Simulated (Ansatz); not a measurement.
Compare A (`C=CCC(=O)O`) with its isomer B (`C=CCOC=O`).

Program: Ansatz. Geometries: PBE0-D4/def2-TZVP. ΔE: electronic, gas phase. CCSD(T)/CBS adds triple-zeta CCSD(T) − MP2 to the extrapolated MP2 energy (def2 sets, frozen cores). DFT in def2-TZVPP. B3LYP here is the variant with VWN-RPA as its local correlation; programs differ in this. One conformer a species, not always the lowest.

A:

Z-matrix (Å, degrees):
```
C
C 1 1.491
C 1 1.505 2 113.1
H 1 1.099 2 110.5 3 118.1
H 1 1.092 2 112.0 3 -124.1
C 2 1.324 1 123.9 3 132.6
H 2 1.086 1 115.9 3 -47.2
O 3 1.199 1 125.9 2 16.8
O 3 1.344 1 111.3 2 -164.6
H 6 1.083 2 121.3 1 179.3
H 6 1.086 2 121.7 1 -0.8
H 9 0.968 3 106.6 1 -178.0
```

B:

Z-matrix (Å, degrees):
```
C
C 1 1.485
O 1 1.438 2 108.1
H 1 1.095 2 111.6 3 118.9
H 1 1.092 2 111.8 3 -120.4
C 2 1.324 1 123.6 3 126.9
H 2 1.087 1 116.0 3 -54.7
C 3 1.330 1 115.4 2 175.6
H 6 1.086 2 121.4 1 -2.1
H 6 1.083 2 121.5 1 177.5
O 8 1.196 3 125.9 1 0.2
H 8 1.100 3 109.2 1 -179.9
```

(1) Which is lower in electronic energy at CCSD(T)/CBS, and by how much? (Best estimate.)

(2) Give E(B) − E(A) in kJ/mol with B3LYP, B2PLYP, ωB97M-V, PBE-D4, HF/def2-TZVPP, PBE0-D4, CCSD(T)/def2-SVP. (Best estimate.)

(3) Does the order hold for the free energy at 298.15 K (harmonic terms from PBE0-D4)? (An estimate is asked.)

Largest T1 diagnostic: 0.014.

Answers

(1) Computed: A, by 63.1 kJ/mol.

(2) Computed: B3LYP 56.9, B2PLYP 58.9, ωB97M-V 64.3, PBE-D4 61.3, HF/def2-TZVPP 58.9, PBE0-D4 65.8, CCSD(T)/def2-SVP 60.7. None reverses the order clearly.

(3) The calculation gave: Yes: G(B) − G(A) = +63.3 kJ/mol, for one conformer each. Modes under 60 cm⁻¹, often nearly free rotors, make the harmonic entropy too high.

Leaving LDA and LC-ωPBE aside and taking each functional with its dispersion term where it has one, the values, not all of them listed here, spread over 12.7 kJ/mol, from BLYP-D4 to PBE-QIDH. LDA lies +5.7 kJ/mol from PBE without D4. From PBE to PBE0 (25 % exact exchange), in def2-TZVPP and without D4, E(B) − E(A) moves by +4.7 kJ/mol.
